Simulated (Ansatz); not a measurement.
Basis-set extrapolation for ClHSi, SMILES `[SiH]Cl` (PBE0-D4/def2-TZVP geometry, frozen core, Ansatz). Multiplicity 1, RHF reference.

```tsv
	cc-pV(T+d)Z	cc-pV(Q+d)Z
HF	-749.043477	-749.049803
MP2 correlation	-0.289389	-0.316738
CCSD(T) correlation	-0.337270	-0.363905
```

Energies in hartree. Use E(X) = E(∞) + A·exp(−5.46·√X) for Hartree–Fock and E(X) = E(∞) + B·X^(−3.05) for correlation, with X = 3 and 4.

Problem. What is the CCSD(T) energy at the basis-set limit?

Solution. HF limit: -749.049803 + (-0.006326) × 0.30130 = -749.05171. Correlation limit: -0.363905 + (-0.026635) × 0.71189 = -0.38287. Total: -749.43458 hartree, 33.8 kcal/mol below CCSD(T)/cc-pV(T+d)Z.
